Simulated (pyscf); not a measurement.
# Four-centre exchange: H₃Si–SH + H₂S → HS–SiH₂–SH + hydrogen (H₂)

Gas phase, singlet surface, charge 0. Bonds broken: Si2–H4, S7–H8. Bonds formed: Si2–S7, H4–H8. PySCF, gas phase, ωB97X-D3(BJ)/def2-SVP geometries.

Transition state (Å):

```xyz
9

S      1.5544     1.4963     0.6499
Si     0.1445    -0.0717     0.2312
H      1.6065     1.3645     1.9898
H     -0.4225     0.1058     1.8271
H      0.1471     0.1748    -1.2446
H      0.5092    -1.4897     0.4768
S     -2.2956    -0.3834     0.1467
H     -1.3842    -0.1121     1.4255
H     -2.5214     0.9423     0.0419
```

One imaginary mode, 1368i cm⁻¹; descent along it reached the two sides named.

```tsv
bond	change	reactant side (Å)	saddle	product side
Si2–H4	breaks	1.489	1.703	3.8
S7–H8	breaks	1.346	1.594	3.0
Si2–S7	forms	3.4	2.461	2.139
H4–H8	forms	3.1	1.065	0.761
```

Electronic energies relative to the separated reactants (kJ/mol):

```json
[
 {"level": "ωB97X-D3(BJ)/def2-TZVP", "barrier": "180.7", "reaction energy": "-54.9", "reverse barrier": "235.6"},
 {"level": "PBE/def2-TZVP", "barrier": "143.9", "reaction energy": "-45.4", "reverse barrier": "189.3"},
 {"level": "r²SCAN/def2-TZVP", "barrier": "155.9", "reaction energy": "-49.6", "reverse barrier": "205.5"},
 {"level": "B3LYP-D3(BJ)/def2-TZVP", "barrier": "175.9", "reaction energy": "-44.9", "reverse barrier": "220.8"},
 {"level": "PBE0-D3(BJ)/def2-TZVP", "barrier": "157.6", "reaction energy": "-47.8", "reverse barrier": "205.4"},
 {"level": "M06-2X/def2-TZVP", "barrier": "185.1", "reaction energy": "-49.4", "reverse barrier": "234.5"},
 {"level": "ωB97M-D3(BJ)/def2-TZVP", "barrier": "186.0", "reaction energy": "-41.9", "reverse barrier": "227.9"},
 {"level": "HF/def2-TZVP", "barrier": "285.4", "reaction energy": "-19.4", "reverse barrier": "304.8"}
]
```

With ωB97M-D3(BJ)/def2-TZVP energies and thermal terms (ideal gas, 1 atm, RRHO with modes under 100 cm⁻¹ raised to 100, one conformer, R ln 2 for chiral ones without a mode under 150 cm⁻¹), in kJ/mol:

| T (K) | ΔH‡ | ΔG‡ | ΔH | ΔG |
|---|---|---|---|---|
| 298 | 182.6 | 229.6 | -46.7 | -35.0 |
| 600 | 183.4 | 277.1 | -41.6 | -25.3 |
| 900 | 186.4 | 323.3 | -37.9 | -18.0 |
| 1200 | 189.8 | 368.4 | -35.4 | -11.8 |

One saddle was located; it need not be the lowest between these sides.
